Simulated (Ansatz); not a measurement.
bcc Rb, treated with LDA in Ansatz (plane waves, PAW).

A relaxed, unreconstructed slab of the (211) face has 6 atoms, two equal faces of 35.472 Å² each and an energy of -19024.0386 eV. A bulk cell of 6 atoms with the same orientation and in-plane k mesh has -19024.5366 eV. Energies are extrapolated to zero smearing.

Numerical settings: plane-wave cutoff 500 eV, 8×12×1 k mesh (along the axes of the cell as run), Fermi–Dirac smearing 0.1 eV, scalar-relativistic PAW data made under PBE.

Worked out: γ = (E_slab − N E_bulk per atom)/2A = [-19024.0386 − 6 × (-19024.5366/6)]/(2 × 35.472) = 0.0070 eV/Å². With 16.022 J/m² per eV/Å² this is 0.11 J/m², or 0.25 eV per surface cell and face.

Ansatz is a first-principles code.
